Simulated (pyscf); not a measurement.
O=Ga–OH + water (H₂O) → HO–Ga(OH)–OH, an addition across a multiple bond or ene-type step (singlet surface; H–O broken, H–O, Ga–O formed). Single points on ωB97X-D3(BJ)/def2-SVP structures (PySCF, gas phase). Correlated levels are frozen-core, on RHF or UHF. ΔMP2 is the change of the MP2 total energy from the triple- to the quadruple-zeta basis. Energies in kcal/mol from the separated reactants.

Small-basis levels: PySCF, no dispersion term, spherical d functions. AM1 to PM7: differences of heats of formation from MOPAC, which are fitted to 298 K values and so differ in kind from electronic energies by zero-point and thermal terms. Cost: rough CPU time at the saddle relative to B3LYP/6-31G*+LANL2DZ, from one job on a shared machine.

```
level                             barrier  reaction energy        cost
--------------------------------  -------  ---------------  ----------
BP86/6-31G*+LANL2DZ                 -21.9            -69.3           1
PBE/6-31G*+LANL2DZ                  -23.3            -70.4           1
B3LYP/STO-3G                          ___            -18.1         0.8
B3LYP/LANL2DZ                       -21.7            -77.4         0.8
PBE/def2-SVP                          ___            -63.4           2
B3LYP/def2-SVP                      -18.8            -67.8           2
PM7                                 -11.5            -65.2  under 0.02
CCSD(T)/def2-TZVPP + ΔMP2(QZVPP)      ___            -66.4           –
```

**Question.** What belongs in the gaps?

**Answer.** 
- B3LYP/STO-3G, barrier: -8.0
- PBE/def2-SVP, barrier: -21.6
- CCSD(T)/def2-TZVPP + ΔMP2(QZVPP), barrier: -12.9

Against the last row the barrier runs from -10.4 (PBE/6-31G*+LANL2DZ) to +4.9 kcal/mol (B3LYP/STO-3G). CCSD(T)/def2-TZVPP + ΔMP2(QZVPP) has limits of its own. On the reactant side the descent ends in an adduct with a Ga–O contact, 17.5 kcal/mol under the separated species and 1.5 kcal/mol under the saddle at ωB97X-D3(BJ)/def2-TZVP. At CCSD(T) the saddle lies under the separated reactants, which points to a path from their complex (located at ωB97X-D3(BJ) alone). What is counted as formed (Ga–O) is already present as a longer contact in the reactant adduct; forming that adduct is a step of its own. At ωB97X-D3(BJ)/def2-TZVP the barrier from the zero used here is -16.0 kcal/mol. One saddle was located; it need not be the lowest between these sides. The CCSD(T) − MP2 part came from Ansatz, without density fitting, on the same reference. The frozen core leaves the outer d or s,p core shells of the metals and heavy elements correlated in the MP2 and CC values, and def2-TZVPP describes them poorly, which can shift differences by a few kcal/mol. In the def2 sets elements up to Kr have no core potential.
